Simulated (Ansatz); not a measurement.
**Si2C (triplet): from Hartree-Fock to the top rungs, cc-pVDZ**

An exercise on one series of results from a longer session: the logs are not shown, and one member is left open.

Program: Ansatz 0.2.0, Gaussian basis. Level of theory: cc-pVDZ, core rule «outside noble gas», up to 11 orbitals frozen. These are calculated values, not measurements.

Plan: UHF; CCSD(T) on ROHF; CCSD(T) on UHF; BCCD(T) on ROHF; CISD; CCSDT(Q) on ROHF; CCSDT(Q) on UHF; CASSCF and MRCISD+Q, 12 electrons in 12 orbitals; CASSCF and NEVPT2, 12 electrons in 12 orbitals.

1 further run of the same task is left out (set aside as unsound or not needed).

### The geometry

The geometry is a PBE0/def2-TZVP stationary point (not a proven minimum) of the parent state, kept for this charge and spin.

3 atoms, charge 0, spin multiplicity 3.

Atoms are counted from 1 here; the program's logs count them from 0.

Bond lengths: Si1–C2 1.686 Å, C2–Si3 1.686 Å. Angles: Si1–C2–Si3 180.0°.

Geometry (Å):

```
atom   x (Å)   y (Å)    z (Å)
 Si1  0.0000  0.0000   1.6856
  C2  0.0000  0.0000   0.0000
 Si3  0.0000  0.0000  -1.6856
```

The first run:

in.yaml reads:

```yaml
crystal:
  periodic: [false, false, false]
  atoms:
    - {symbol: Si, position_ang: [0.000000, 0.000000, 1.685600]}
    - {symbol: C, position_ang: [0.000000, 0.000000, 0.000000]}
    - {symbol: Si, position_ang: [0.000000, 0.000000, -1.685600]}
basis:
  gaussian: {orbitals: cc-pVDZ}
magnetization: {spin_polarized: true, initial_magnetization: 2}
hamiltonian: {xc: hf}
output: {orbitals: {seedname: orbitals}}
```

Run with:

```sh
$ ansatz run in.yaml --threads 1 --pin off --events-out ev --progress --plain --max-ram 2816MiB --backend cpu
```

Steps of the session up to this table: UHF; CCSD(T) on ROHF; CCSD(T) on UHF; BCCD(T) on ROHF; CISD; CCSDT(Q) on ROHF; CCSDT(Q) on UHF; CASSCF and MRCISD+Q, 12 electrons in 12 orbitals; CASSCF and NEVPT2, 12 electrons in 12 orbitals.

One of the session's tables, all rows but one given; the rest of the session is left out.

It belongs to the step «Misses and costs». 

| method | from RCCSDT(Q) (kcal/mol) |
| --- | --- |
| RMP2 | +23.30 |
| UMP2 | +36.80 |
| CISD | ? |
| RCCSD | +18.84 |
| UCCSD | +17.72 |
| RCCSD(T) | +2.95 |
| UCCSD(T) | +3.12 |
| BCCD(T) | +2.94 |
| RCCSDT | +2.38 |
| UCCSDT | +1.99 |
| RCCSDT(Q) | 0 |
| UCCSDT(Q) | -0.23 |
| CASSCF valence | +116.01 |
| NEVPT2 valence | +27.90 |
| MRCISD valence | +11.42 |
| MRCISD+Q valence | +1.25 |

Estimate the missing values for CISD.

**Answer.** from RCCSDT(Q) (kcal/mol): +31.71. In the column «from RCCSDT(Q) (kcal/mol)» it lies between NEVPT2 valence (+27.90) and UMP2 (+36.80).

Limits of these values: The report flags that the cluster equations may have other roots. Left out of the table: ROHF, UHF (another determinant or state than the rows shown). The program flags RCCSD(T), UCCSD(T), BCCD(T), RCCSDT(Q), UCCSDT(Q) as in doubt, so the zero of the table is itself unsure. Warnings: coupled cluster took another determinant than the lowest. Restricted and unrestricted rows rest on different reference determinants; where their highest levels disagree by more than a few hundredths of an eV, they describe different states and don't form one ladder.
